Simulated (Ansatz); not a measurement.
The input, for Ansatz 0.2.0:

```yaml
crystal:
  periodic: [false, false, false]
  atoms:
    - {symbol: Sb, position_ang: [0.000000, -0.033168, 0.000000]}
    - {symbol: H, position_ang: [0.000000, 2.003338, -3.572129]}
    - {symbol: H, position_ang: [0.000000, 2.003338, 3.572129]}
basis:
  gaussian: {orbitals: def2-SVP}
total_charge: 1
magnetization: {spin_polarized: true, initial_magnetization: 2}
correlation: {method: mp2, electrons: all}
```

```sh
$ ansatz run in.yaml --threads 1 --pin off --events-out ev --progress --plain --max-ram 2393MiB
```

Task: Roughly how long does this take on 1 thread of Intel Xeon, shared host, and how much host memory?

Result: 13 s wall and 0.17 GiB.

```
438 factors; integrals over basis functions are off by at most 2.5e-4 eV
mean field evaluation 1: about -6519.4801 eV, gradient 1.3e1 eV
mean field evaluation 2: about -6519.4842 eV, gradient 1.3e1 eV
mean field evaluation 4: about -6524.2633 eV, gradient 6.7e0 eV
mean field evaluation 8: about -6525.5604 eV, gradient 7.3e0 eV
mean field evaluation 16: about -6529.1109 eV, gradient 1.3e-6 eV
mean field evaluation 32: about -6529.1122 eV, gradient 1.6e-1 eV
mean field evaluation 64: about -6529.5568 eV, gradient 4.8e-5 eV
mean field evaluation 96: about -6522.8580 eV, gradient 5.8e0 eV
mean field evaluation 128: about -6529.0870 eV, gradient 3.0e-2 eV
mean field evaluation 160: about -6529.0829 eV, gradient 7.8e-1 eV
mean field evaluation 192: about -6529.0871 eV, gradient 1.0e-1 eV
mean field evaluation 224: about -6526.4955 eV, gradient 1.3e1 eV
mean field evaluation 256: about -6529.5494 eV, gradient 8.0e-2 eV
mean field evaluation 288: about -6529.5416 eV, gradient 2.8e-2 eV
mean field evaluation 320: about -6529.5386 eV, gradient 5.9e-6 eV
mean field evaluation 352: about -6523.2571 eV, gradient 5.7e0 eV
mean field evaluation 384: about -6522.8376 eV, gradient 2.9e-1 eV
mean field evaluation 416: about -6529.0871 eV, gradient 7.2e-4 eV
mean field evaluation 448: about -6522.9739 eV, gradient 8.4e-6 eV
mean field -6529.55682660 eV, -239.9567874849 hartree, gradient 1.6e-8 eV, S^2 3.005748; 24 other end points of the search recorded, 0 dependent functions left out
reference -6529.55682660 eV, -239.9567874849 hartree; 13, 11 occupied and 23, 25 virtual orbitals, 438 factors
second order -1.82416659 eV of doubles, -0.00000000 eV of singles
Total energy: -6531.38099319 eV, -240.0238243706 hartree
```
